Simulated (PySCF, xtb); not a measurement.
HN, SMILES [NH], multiplicity 3.

Coordinates come from a PBE0-D3(BJ)/def2-TZVPD optimisation.

The numbers are results of PySCF 2.14.0 with C-PCM-M06-2X/def2-TZVPD, not measurements.

The values are the electrostatic part of the solvation free energy, E(continuum) − E(gas) at the gas-phase geometry, in a cavity of scaled van der Waals radii (PySCF's table); cavitation and dispersion terms are not included. The dipole moment in vacuum is 1.54 D.

### Question
Estimate the values in water (ε = 78.36), chloroform (ε = 4.71), acetone (ε = 20.49). (The exact figures need the calculation; the answer reports its results.)

### Answer

```tsv
solvent	ε	ΔG(elec) (kcal/mol)	dipole (D)
water	78.36	-2.8	1.91
chloroform	4.71	-2.1	1.82
acetone	20.49	-2.7	1.90
```

For comparison, GFN2-xTB/ALPB(water) (xtb, at the GFN2-xTB geometry, all terms of that model) gives -5.8 kcal/mol.
